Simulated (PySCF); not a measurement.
C3H4. Atoms are numbered in the order given.

```xyz
7

C      0.0000     0.0000    -1.2416
C      0.0000     0.0000     0.2209
C      0.0000     0.0000     1.4192
H      0.8854     0.5112    -1.6253
H     -0.8854     0.5112    -1.6253
H      0.0000    -1.0224    -1.6253
H      0.0000     0.0000     2.4846
```
Charge 0, spin multiplicity 1.

Coordinates come from a ωB97X-D3(BJ)/def2-TZVP optimisation.

These are ωB97X-D3(BJ)/def2-TZVP (PySCF 2.14.0) values and carry that method's errors.

No scaling factor is applied to the harmonic values.

Modes within 1.5 cm⁻¹ of each other (mostly degenerate sets) share a row, with their intensities summed.

Q: List the normal modes with their intensities. (An estimate is asked for; the answer gives what the named calculation found.)

A: 
| mode | ν (cm⁻¹) | IR (km/mol) | Raman (Å⁴/amu) | depolarisation | moving atoms (share of kinetic energy) |
|---|---|---|---|---|---|
| 1–2 | 357 | 22.7 | 14.4 | 0.75 | C 71 %, H 29 % |
| 3–4 | 707 | 97.0 | 7.6 | 0.75 | H 77 %, C 23 % |
| 5 | 951 | 0.4 | 4.5 | 0.08 | C 81 %, H 19 % |
| 6–7 | 1063 | 0.6 | 0.1 | 0.75 | H 69 %, C 31 % |
| 8 | 1422 | 0.0 | 7.5 | 0.51 | H 79 %, C 21 % |
| 9–10 | 1487 | 18.8 | 17.2 | 0.75 | H 97 % |
| 11 | 2266 | 7.7 | 122.4 | 0.21 | C 90 %, H 10 % |
| 12 | 3072 | 14.5 | 191.8 | 0.01 | H 97 % |
| 13–14 | 3145 | 12.9 | 141.0 | 0.75 | H 91 %, C 9 % |
| 15 | 3482 | 58.6 | 25.7 | 0.22 | H 85 %, C 15 % |
